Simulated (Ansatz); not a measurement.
# CH₅Al (triplet): the correlation ladder at distance Al1–H4 along a hydrogen transfer = 1.586 Å, cc-pVDZ

The task here is to estimate one member of a computed series from the others.

Computed with Ansatz 0.2.0, Gaussian basis. Level: cc-pVDZ, core rule «outside noble gas», up to 6 orbitals frozen.

To be run: UHF; CCSD(T) on ROHF; CCSD(T) on UHF; BCCD(T) on ROHF; CISD; CCSDT(Q) on ROHF; CCSDT(Q) on UHF; CASSCF and NEVPT2, 4 electrons in 4 orbitals.

10 further runs of the same task are left out: 1 for a mislabelled method, 7 that didn't finish, 2 set aside as unsound or not needed.

### The system

The geometry derives from fragments relaxed apart (PBE0/def2-TZVP) and kept rigid, so it is no stationary point. A hydrogen atom is moved between rigid fragments.

7 atoms, charge 0, spin multiplicity 3.

Atoms are counted from 1 here; the program's logs count them from 0.

Bond lengths: Al1–H2 1.586 Å, Al1–H3 1.586 Å, Al1–H4 1.586 Å, C5–H6 1.079 Å, C5–H7 1.079 Å. Angles: H2–Al1–H3 120.0°, H2–Al1–H4 120.0°, H3–Al1–H4 120.0°, H6–C5–H7 134.8°.

Set-up of the first run:

The input, in.yaml:

```yaml
crystal:
  periodic: [false, false, false]
  atoms:
    - {symbol: Al, position_ang: [-1.117033, 0.000000, 0.000000]}
    - {symbol: H, position_ang: [-1.909957, 1.373384, 0.000000]}
    - {symbol: H, position_ang: [-1.909957, -1.373384, 0.000000]}
    - {symbol: H, position_ang: [0.468814, 0.000000, 0.000000]}
    - {symbol: C, position_ang: [2.329967, 0.000000, 0.000000]}
    - {symbol: H, position_ang: [2.744435, 0.000000, 0.996161]}
    - {symbol: H, position_ang: [2.744435, 0.000000, -0.996161]}
basis:
  gaussian: {orbitals: cc-pVDZ}
magnetization: {spin_polarized: true, initial_magnetization: 2}
hamiltonian: {xc: hf}
output: {orbitals: {seedname: orbitals}}
```

On the command line:

```console
$ ansatz run in.yaml --threads 1 --pin off --events-out ev --progress --plain --max-ram 2393MiB
```

Among the steps run: UHF; CCSD(T) on ROHF; CCSD(T) on UHF; BCCD(T) on ROHF; CISD; CCSDT(Q) on ROHF; CCSDT(Q) on UHF; CASSCF and NEVPT2, 4 electrons in 4 orbitals.

One of the session's tables, all rows but one given; the rest of the session is left out.

It belongs to the step «Misses and costs». 

```
     method  from UCCSDT(Q) (kcal/mol)
       ROHF                    +146.09
        UHF                    +141.81
       RMP2                     +31.26
       UMP2                     +30.91
       CISD                     +14.01
      RCCSD                      +2.99
      UCCSD                      +2.94
   RCCSD(T)                      +0.67
   UCCSD(T)                      +0.66
    BCCD(T)                      +0.67
     RCCSDT                      +0.11
     UCCSDT                      +0.09
  RCCSDT(Q)                      +0.02
  UCCSDT(Q)                          0
CASSCF pair                          ?
NEVPT2 pair                     +31.21
```

**Question.** Estimate the row for CASSCF pair.

**Answer.** from UCCSDT(Q) (kcal/mol): +135.30. In the column «from UCCSDT(Q) (kcal/mol)» it lies between RMP2 (+31.26) and UHF (+141.81).

Caveats from the session: Restricted and unrestricted rows rest on different reference determinants; where their highest levels disagree by more than a few hundredths of an eV, they describe different states and don't form one ladder.
